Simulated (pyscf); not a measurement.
Single points on ωB97X-D3(BJ)/def2-SVP structures (PySCF, gas phase). Correlated levels are frozen-core, on RHF or UHF. ΔMP2 is the change of the MP2 total energy from the triple- to the quadruple-zeta basis.

Question: For the elementary gas-phase step SiH₄ + CH₃• → H₃C–SiH₃ + H• (doublet surface; H–Si broken, C–Si formed), what barrier and reaction energy does CCSD(T)/def2-TZVPP + ΔMP2(QZVPP) give, measured from the separated reactants?

Answer: ΔE‡ = 74.7 kJ/mol, ΔE = +16.8 kJ/mol. Zero-point energy shifts the barrier by +6.6 kJ/mol. It is a substitution at Si, with an imaginary mode of 598i cm⁻¹. The same reactants have a lower exit, to SiH₃• + CH₄ (barrier +33.8 kJ/mol at ωB97M-D3(BJ), against +61.9 kJ/mol here). One saddle was located; it need not be the lowest between these sides. The angle at the attacked Si is 180°. The CCSD(T) − MP2 part came from Ansatz, without density fitting, on the same reference.
